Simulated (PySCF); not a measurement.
## phosphine and dinitrogen

Made of phosphine and dinitrogen. The whole: neutral, singlet.

Parts: 1 = phosphine (P), atoms 1–4; 2 = dinitrogen (N#N), atoms 5–6.

```xyz
6

P    -0.017    0.410    0.473
H    -0.710    1.150   -0.521
H     0.935   -0.093   -0.451
H    -0.863   -0.722    0.338
N     2.123   -2.242    3.239
N     1.670   -2.143    2.253
```
Atom numbers follow the order of the file, from 1.

In these coordinates P1···N6 is 3.541 Å. Part 2 is then moved rigidly along that line, all else held; at short range other atoms may come into contact.

The starting structure comes from a short search with a few starts; no frequency run checks that it is a minimum, and another way of binding may lie lower.

Method: CCSD(T)/aug-cc-pVDZ and MP2/aug-cc-pVTZ, aug-cc-pVQZ counterpoise interaction energy, frozen core, gas phase (PySCF). Geometry: PBE0-D3(BJ)/def2-TZVPD.

Counterpoise energies in kJ/mol, cluster less the parts frozen as they stand in it; small is aug-cc-pVDZ, large aug-cc-pVQZ. Estimated limit: HF in aug-cc-pVQZ, MP2 correlation extrapolated as X⁻³ from aug-cc-pVTZ and aug-cc-pVQZ, and CCSD(T) less MP2 in aug-cc-pVDZ; it isn't the exact limit.

Results

```csv
P1···N6 (Å),HF large,MP2 large,SCS-MP2 large,CCSD(T) small,CCSD(T) limit est.
3.187,5.6,-2.1,-0.4,0.4,-1.2
3.364,2.9,-2.9,-1.7,-1.2,-2.2
3.541,1.4,-3.0,-2.0,-1.8,-2.5
3.718,0.6,-2.7,-2.0,-1.9,-2.4
3.895,0.2,-2.4,-1.8,-1.8,-2.1
4.426,-0.2,-1.4,-1.1,-1.1,-1.2
5.311,-0.1,-0.5,-0.4,-0.4,-0.5
7.082,0.0,-0.1,-0.1,-0.1,-0.1
```

The 8 runs took 11 min in all, one thread each of Arm Neoverse V1 on a shared host, launched as `OMP_NUM_THREADS=1 python cluster_run.py task.json out`.
